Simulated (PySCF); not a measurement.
## Indirect couplings

Cartesian coordinates in Å; atom numbers follow the order of the lines, from 1:
```xyz
12

C    -1.8033    0.1282   -0.1366
O    -0.9030   -0.9456   -0.1497
C     0.3079   -0.6886    0.4578
C     1.2302    0.1955   -0.3600
O     0.9629    0.7101   -1.4104
O     2.4137    0.3392    0.2510
H    -2.0351    0.4467    0.8993
H    -1.4229    0.9952   -0.7019
H    -2.7321   -0.2190   -0.6090
H     0.2000   -0.2221    1.4602
H     0.8274   -1.6475    0.6180
H     2.9543    0.9080   -0.3187
```

Indirect spin–spin couplings were computed at B3LYP/pcJ-1 (without the spin–dipole term) (PySCF 2.14.0 with density-fitted response routines) on a PBE0-D3(BJ)/def2-SVP structure, for the isolated molecule, without vibrational or relativistic corrections. Couplings are averaged over pairs made equivalent by symmetry, fast rotation or ring inversion, so a value needn't be that of the named pair in this geometry, while other rotamers aren't included; one pair stands for each set, and the list holds those of at least 0.8 Hz over up to four bonds, among pairs with at least one C or H atom (others weren't computed).

Isotopes: 13C, 1H, 17O. Couplings to quadrupolar nuclei such as 17O and 33S are rarely resolved in practice.

| pair | bonds | J (Hz) |
| --- | --- | --- |
| C1, O2 | 1 | ? |
| C1, H7 | 1 | 146.9 |
| O2, C3 | 1 | 23.1 |
| C3, C4 | 1 | 63.0 |
| C3, H10 | 1 | 146.7 |
| C4, O5 | 1 | 31.2 |
| C4, O6 | 1 | ? |
| O6, H12 | 1 | ? |
| C1, C3 | 2 | -2.8 |
| O2, C4 | 2 | -1.7 |
| O2, H7 | 2 | -6.8 |
| O2, H10 | 2 | ? |
| C3, O6 | 2 | -25.1 |
| C4, H10 | 2 | -3.5 |
| C4, H12 | 2 | ? |
| H7, H8 | 2 | -11.3 |
| H10, H11 | 2 | ? |
| C1, H10 | 3 | ? |
| C3, H7 | 3 | 6.3 |
| C3, H12 | 3 | 9.6 |
| O5, H10 | 3 | -1.3 |
| O5, H12 | 3 | 1.4 |
| O6, H10 | 3 | 0.9 |
| C1, O5 | 4 | ? |
| H10, H12 | 4 | -0.8 |

Estimate the withheld couplings, with signs.

## Answers


- 1J(C1,O2) = 22.9 Hz (bond length 1.401 Å)
- 1J(C4,O6) = 35.1 Hz (bond length 1.340 Å)
- 1J(O6,H12) = -76.1 Hz (bond length 0.970 Å)
- 2J(O2,H10) = -8.8 Hz (mean over equivalent pairs that range from -15.2 to -2.5 Hz in this conformer)
- 2J(C4,H12) = -6.3 Hz (angle at O6 107°)
- 2J(H10,H11) = -20.2 Hz (angle at C3 106°)
- 3J(C1,H10) = 8.0 Hz (mean over equivalent pairs that range from 5.0 to 11.1 Hz in this conformer)
- 4J(C1,O5) = -1.1 Hz
